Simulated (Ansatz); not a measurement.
in.yaml

```yaml
crystal:
  periodic: [false, false, false]
  atoms:
    - {symbol: Al, position_ang: [0.000000, -0.095072, 0.014830]}
    - {symbol: H, position_ang: [0.000000, 1.474209, -1.644692]}
    - {symbol: H, position_ang: [0.000000, 1.070769, 1.247710]}
basis:
  gaussian: {orbitals: "6-31++G**"}
total_charge: -1
magnetization: {spin_polarized: false}
correlation: {method: ccsd_t, electrons: outside_noble_gas}
output: {forces: true}
```

```sh
$ ansatz run in.yaml --threads 1 --pin off --events-out ev --progress --plain --max-ram 2393MiB
```

Output:

```
293 factors; integrals over basis functions are off by at most 7.2e-4 eV
mean field evaluation 1: about -6611.4510 eV, gradient 8.2e0 eV
mean field evaluation 2: about -6611.4529 eV, gradient 8.2e0 eV
mean field evaluation 4: about -6612.0484 eV, gradient 8.3e-1 eV
mean field evaluation 8: about -6612.0618 eV, gradient 1.8e-3 eV
mean field evaluation 16: about -6612.0618 eV, gradient 4.4e-6 eV
mean field -6612.06181679 eV, -242.9887899505 hartree, gradient 4.4e-6 eV, S^2 0.000000; 0 other end points of the search recorded, 0 dependent functions left out; unrestricted orbitals would lower it
5 core orbitals not correlated: weight in the atoms' cores, before any rotation towards them, 1.000 or more for the frozen orbitals, at most 0.000 for the correlated occupied ones
reference -6612.06181679 eV, -242.9887899505 hartree; 3, 3 occupied and 27, 27 virtual orbitals, 293 factors
second order -1.88121691 eV of doubles, -0.00000000 eV of singles
cycle   1  -2.29076340 eV  change   -4.1e-1 eV  update   7.2e-2
cycle   2  -2.52765381 eV  change   -2.4e-1 eV  update   3.4e-2
cycle   3  -2.53840815 eV  change   -1.1e-2 eV  update   9.6e-3
cycle   4  -2.53983011 eV  change   -1.4e-3 eV  update   3.7e-3
cycle   5  -2.54023674 eV  change   -4.1e-4 eV  update   1.5e-3
cycle   6  -2.53992894 eV  change    3.1e-4 eV  update   5.0e-4
cycle   7  -2.53993246 eV  change   -3.5e-6 eV  update   1.7e-4
cycle   8  -2.53999873 eV  change   -6.6e-5 eV  update   5.5e-5
cycle   9  -2.53997720 eV  change    2.2e-5 eV  update   1.7e-5
cycle  10  -2.53997633 eV  change    8.7e-7 eV  update   6.5e-6
cycle  11  -2.53997587 eV  change    4.6e-7 eV  update   2.4e-6
perturbative correction -0.05514539 eV, -0.0020265556 hartree
the calculation of the forces begins
mean field evaluation 32: about -6612.0590 eV, gradient 3.9e-2 eV
Total energy: -6614.65693805 eV, -243.0841588978 hartree
Atom 0 at     0.000000    -0.095072     0.014830 Å, force     0.000000     0.992125    -0.895857 eV/Å
Atom 1 at     0.000000     1.474209    -1.644692 Å, force    -0.000000    -0.923194     0.998036 eV/Å
Atom 2 at     0.000000     1.070769     1.247710 Å, force    -0.000000    -0.068931    -0.102179 eV/Å
Dipole moment:    -0.000000    -0.417296     0.464530 e Å
```

Forces (eV/Å):
```
Al   0.000  0.992 -0.896
H    0.000 -0.923  0.998
H    0.000 -0.069 -0.102
```

For the same geometry and basis full CI lies 19.9 meV lower.

Ran on 1 thread of Arm Neoverse V1, shared host: 0.42 s wall, 0.08 GiB peak host memory.
